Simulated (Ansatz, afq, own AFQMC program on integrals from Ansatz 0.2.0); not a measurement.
AlPH, doublet → AlPH, quartet

| atom | x (Å) | y (Å) | z (Å) |
| --- | --- | --- | --- |
| Al | 0.0000 | 0.0000 | 0.1876 |
| P | 0.0000 | 0.0000 | -1.9566 |
| H | 0.0000 | 0.0000 | 1.7690 |

Connectivity, by distances: AlH–P.

E(quartet, charge +0) − E(doublet, charge +0) at this geometry, on ROHF and UHF determinants.

Basis 6-31G. Only valence electrons are correlated. AFQMC by an in-house program on the Cholesky factors that Ansatz 0.2.0 writes for its CCSD(T) run. ph-AFQMC/CISD is guided by a CISD state made of CCSD amplitudes; releasing the constraint for a short imaginary time cuts its bias at the price of noise, slowly where states lie close. ± is one standard error of the sampling. The errors of all members are added in quadrature.

Full CI on the same integrals is exact in this basis and with this determinant's frozen core.

Errors are counted within 6-31G, not against nature.

Cautions: AlPH (quartet): another spin lies lower; core correlation is missing, and it shifts such a gap most where an s electron is promoted.

Reference (full CI): 2.436 eV.

| level | vertical spin gap (eV) | error against FCI (eV) |
| --- | --- | --- |
| HF | 1.526 | -0.910 |
| MP2 | 2.370 | -0.066 |
| CCSD | 2.354 | -0.082 |
| CCSD(T) | 2.422 | -0.014 |
| CCSDT | 2.435 | -0.001 |
| CCSDT(Q) | 2.435 | -0.001 |
| CCSDTQ | 2.436 | 0.000 |
| ph-AFQMC/CISD | 2.434 ± 0.005 | -0.002 ± 0.005 |
| released AFQMC | 2.437 ± 0.002 | 0.001 ± 0.002 |

Correlation beyond CCSD(T) adds 0.014 eV. The perturbative (T) step is worth +0.068 eV.

CCSDT and higher add their correlation energy to the determinant of the CCSD(T) run, since their own runs factorise the integrals more tightly (a shift of under 2 meV). A walk keeps the symmetry of its determinant, which the program's search chose and which needn't be the lowest solution, so a lower state of the same spin and another symmetry isn't excluded. Released energies are given only where the last usable release times agree within the noise; a slower fall can still hide under it.
